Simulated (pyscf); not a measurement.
## Insertion: Cl–GeH: [singlet] + water (H₂O) → HO–GeH₂–Cl

Gas phase, singlet surface, charge 0. Bonds broken: O4–H5. Bonds formed: Ge1–O4, Ge1–H5. Single points on ωB97X-D3(BJ)/def2-SVP structures (PySCF, gas phase). MP2 and CC: frozen core, UHF for open shells. ΔMP2 is the change of the MP2 total energy from the triple- to the quadruple-zeta basis.

Transition state (Å):

```xyz
6

Ge     0.9829     0.2087    -0.3129
Cl     1.1188     2.0110    -1.5004
H      1.3914     0.6776     1.1049
O     -0.9565    -0.1544    -0.1834
H      0.0120    -1.0457    -0.6476
H     -1.2880    -0.3269     0.7126
```

One imaginary mode, 1558i cm⁻¹; descent along it reached the two sides named, in the forms told below.

```json
[
 {"bond": "O4–H5", "change": "breaks", "reactant side (Å)": "0.968", "saddle": "1.396", "product side": "2.6"},
 {"bond": "Ge1–O4", "change": "forms", "reactant side (Å)": "2.261", "saddle": "1.977", "product side": "1.767"},
 {"bond": "Ge1–H5", "change": "forms", "reactant side (Å)": "2.7", "saddle": "1.621", "product side": "1.524"}
]
```

Electronic energies relative to the separated reactants (kcal/mol):

```tsv
level	barrier	reaction energy	reverse barrier
ωB97X-D3(BJ)/def2-TZVP	25.9	-38.5	64.4
PBE/def2-TZVP	18.4	-31.8	50.2
r²SCAN/def2-TZVP	17.8	-38.7	56.4
B3LYP-D3(BJ)/def2-TZVP	25.9	-31.8	57.7
PBE0-D3(BJ)/def2-TZVP	22.4	-36.3	58.7
M06-2X/def2-TZVP	25.3	-39.0	64.3
ωB97M-D3(BJ)/def2-TZVP	28.0	-33.3	61.3
HF/def2-TZVP	45.6	-35.7	81.4
MP2/def2-QZVPP	23.2	-38.8	62.0
CCSD/def2-TZVPP	30.0	-36.9	66.9
CCSD(T)/def2-TZVPP	26.0	-37.4	63.4
CCSD(T)/def2-TZVPP + ΔMP2(QZVPP)	26.6	-35.5	62.1
```

With CCSD(T)/def2-TZVPP + ΔMP2(QZVPP) energies and thermal terms (ideal gas, 1 atm, RRHO with modes under 100 cm⁻¹ raised to 100, one conformer, R ln 2 for rigid chiral ones), in kcal/mol:

```tsv
T (K)	ΔH‡	ΔG‡	ΔH	ΔG
298	24.8	35.0	-35.1	-24.8
600	25.0	45.3	-34.6	-14.5
900	25.7	55.2	-33.6	-4.7
1200	26.6	65.0	-32.3	+4.8
```

On the reactant side the descent ends in a bound adduct, 16.5 kcal/mol under the separated species and 42.4 kcal/mol under the saddle at ωB97X-D3(BJ)/def2-TZVP. The same reactants have a lower exit, to HO–Ge:–Cl [singlet] + H₂ (barrier +8.0 kcal/mol at ωB97M-D3(BJ), against +28.0 kcal/mol here). One saddle was located; it need not be the lowest between these sides. The CCSD(T) − MP2 part came from Ansatz, without density fitting, on the same reference. The frozen core leaves the outer d or s,p core shells of the metals and heavy elements correlated in the MP2 and CC values, and def2-TZVPP describes them poorly, which can shift differences by a few kcal/mol. Elements up to Kr have no core potential and no relativistic terms here.
